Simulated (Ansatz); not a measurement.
**Al₂H₂ (singlet): the correlation ladder at scale of all distances = 1.317, 6-31G**

Aim: climb from Hartree-Fock through coupled cluster and multireference methods for Al₂H₂ (singlet) at one geometry and basis, and see what each rung misses.

Computed with Ansatz 0.2.0, Gaussian basis. Level: 6-31G, core rule «outside noble gas», up to 10 orbitals frozen.

The runs, in order: UHF; CCSD(T) on RHF; BCCD(T) on RHF; CISD; CCSDT(Q) on RHF; CCSDTQ on RHF; CASSCF and MRCISD+Q, 2 electrons in 2 orbitals; CASSCF and NEVPT2, 2 electrons in 2 orbitals; CASSCF and MRCISD+Q, 8 electrons in 10 orbitals; CASSCF and NEVPT2, 8 electrons in 10 orbitals; Full CI.

20 further runs of the same task are left out: 1 for a mislabelled method, 1 for a known fault of the program, 13 that didn't finish, 5 set aside as unsound or not needed.

## (1) The system

The geometry derives from a PBE0/def2-TZVP stationary point (not a proven minimum). All distances are scaled together.

4 atoms, charge 0, spin multiplicity 1.

Atoms are counted from 1 here; the program's logs count them from 0.

No contacts short enough for the rule that draws bonds.

As a file:

| atom | x (Å) | y (Å) | z (Å) |
| --- | --- | --- | --- |
| Al1 | 0.0000 | 0.1218 | 1.6656 |
| Al2 | 0.0000 | -0.0254 | -1.8002 |
| H3 | 0.0000 | -0.9064 | 3.5300 |
| H4 | 0.0000 | -1.6740 | 0.0721 |

## (2) UHF

Input file in.yaml:

```yaml
crystal:
  periodic: [false, false, false]
  atoms:
    - {symbol: Al, position_ang: [0.000000, 0.121810, 1.665643]}
    - {symbol: Al, position_ang: [0.000000, -0.025416, -1.800208]}
    - {symbol: H, position_ang: [0.000000, -0.906362, 3.530047]}
    - {symbol: H, position_ang: [0.000000, -1.674017, 0.072120]}
basis:
  gaussian: {orbitals: 6-31G}
magnetization: {spin_polarized: true, initial_magnetization: 0}
hamiltonian: {xc: hf}
output: {orbitals: {seedname: orbitals}}
```

Launch:

```
$ ansatz run in.yaml --threads 1 --pin off --events-out ev --progress --plain --max-ram 2393MiB
```

The runs that follow: CCSD(T) on RHF; BCCD(T) on RHF; CISD; CCSDT(Q) on RHF; CCSDTQ on RHF; CASSCF and MRCISD+Q, 2 electrons in 2 orbitals; CASSCF and NEVPT2, 2 electrons in 2 orbitals; CASSCF and MRCISD+Q, 8 electrons in 10 orbitals; CASSCF and NEVPT2, 8 electrons in 10 orbitals; Full CI.

Before running them: what should the planned runs give, taken together? Wanted: FCI below the RHF energy; RMP2 from FCI; RCCSD from FCI; RCCSD(T) from FCI; RCCSDT(Q) from FCI; NEVPT2 pair from FCI; MRCISD+Q pair from FCI; NEVPT2 valence from FCI; T1 diagnostic.

The runs gave:

| quantity | value |
| --- | --- |
| FCI below the RHF energy | -3.1491 eV |
| RMP2 from FCI | +27.67 kcal/mol |
| RCCSD from FCI | +2.97 kcal/mol |
| RCCSD(T) from FCI | +1.10 kcal/mol |
| RCCSDT(Q) from FCI | +0.05 kcal/mol |
| NEVPT2 pair from FCI | +22.87 kcal/mol |
| MRCISD+Q pair from FCI | -0.53 kcal/mol |
| NEVPT2 valence from FCI | +3.65 kcal/mol |
| levels within 1 kcal/mol (43 meV) | RCCSDT, RCCSDT(Q), RCCSDTQ, MRCISD+Q pair, MRCISD valence, MRCISD+Q valence |
| T1 diagnostic | 0.030 |
| effectively unpaired electrons | 0.24 |

What this shows: RCCSD(T) lands +1.10 kcal/mol from the yardstick (1.5 % of the correlation energy). MRCISD+Q pair falls below full CI: the +Q correction isn't variational, and the cores differ from full CI's. The occupations show some static correlation. Of the multireference levels listed MRCISD+Q valence comes nearest in total energy (+0.24 kcal/mol), which doesn't show that its space is the better one. These misses are within one basis, not against nature.
